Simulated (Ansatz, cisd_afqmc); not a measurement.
System: O, charge 0, triplet.

Total energies in aug-cc-pVTZ, 6 correlated electrons, 1 frozen orbitals. UHF or UKS for unpaired electrons; spin-orbit terms are left out. Correlated methods leave the cores frozen. No relativity. AFQMC is phaseless with a CISD trial state; ± is one standard error, without the phaseless bias. Outlying blocks are dropped, and bars are widened where a walk drifts. Over all cases where full CI ran beside it in this data, AFQMC minus full CI had a median of +0.1 mEh and passed +0.4 mEh in a tenth of the cases. Full CI freezes restricted core orbitals and the other rows unrestricted ones, which leaves a small offset even where coupled cluster is exact.

| method | program | energy (Eh) | error against FCI (mEh) |
|---|---|---|---|
| HF | Ansatz | -74.81298 | 166.25 |
| MP2 | Ansatz | -74.95929 | 19.94 |
| CCSD | Ansatz | -74.97552 | 3.71 |
| CCSD(T) | Ansatz | -74.97895 | 0.28 |
| CCSDT(Q) | Ansatz | -74.97937 | -0.14 |
| CCSDTQ | Ansatz | -74.97937 | -0.14 |
| AFQMC/CISD | cisd_afqmc | -74.9791 ± 0.0001 | 0.1 ± 0.1 |
| FCI | Ansatz | -74.97924 | 0.00 |

Ansatz is a program for electronic structure.
